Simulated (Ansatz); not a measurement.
## AsH, triplet: reading a ladder of total energies

Geometry: a PBE0/def2-TZVP stationary point for this spin.

```xyz
2

As    0.0000    0.0000    0.0000
H     0.0000    0.0000    1.5314
```

Basis aug-cc-pVDZ; Ansatz 0.2.0. Only valence electrons are correlated (noble-gas cores and the filled d shells of p-block atoms frozen), which leaves 6 electrons in 31 orbitals. R marks a restricted (for open shells ROHF) determinant. No spin–orbit coupling is included, and no scalar relativity.

Full CI is exact within this basis and frozen core; it isn't the basis-set limit.

Runs differ by some tens of microhartree through their thresholds and, for an open shell, their frozen cores, so steps under 0.03 kcal/mol mean nothing.

| level | total energy (hartree) |
| --- | --- |
| RHF | -2234.730719 |
| RMP2 | -2234.814633 |
| RCCSD | -2234.834827 |
| RCCSD(T) | -2234.837163 |
| RCCSDT | -2234.837707 |
| RCCSDT(Q) | -2234.837790 |
| full CI | -2234.837796 |

Q: What is the correlation energy at full CI, and what share of it do RMP2 and RCCSD(T) recover?

A: E(corr) = -2234.837796 − (-2234.730719) = -0.107077 hartree = -2.914 eV. RMP2: -0.083914 / -0.107077 = 78.37 %. RCCSD(T): -0.106444 / -0.107077 = 99.41 %.

Q: By how many kcal/mol does RCCSD(T) miss full CI (1 hartree = 627.509 kcal/mol), and which steps make up the rest?

A: -2234.837163 − (-2234.837796) = 0.000633 hartree = 0.40 kcal/mol. Steps: RCCSDT − RCCSD(T) = -0.34, RCCSDT(Q) − RCCSDT = -0.05, full CI − RCCSDT(Q) = 0.00 kcal/mol. That is within 1 kcal/mol of the reference in this basis, which itself misses far more of the correlation at the basis-set limit.
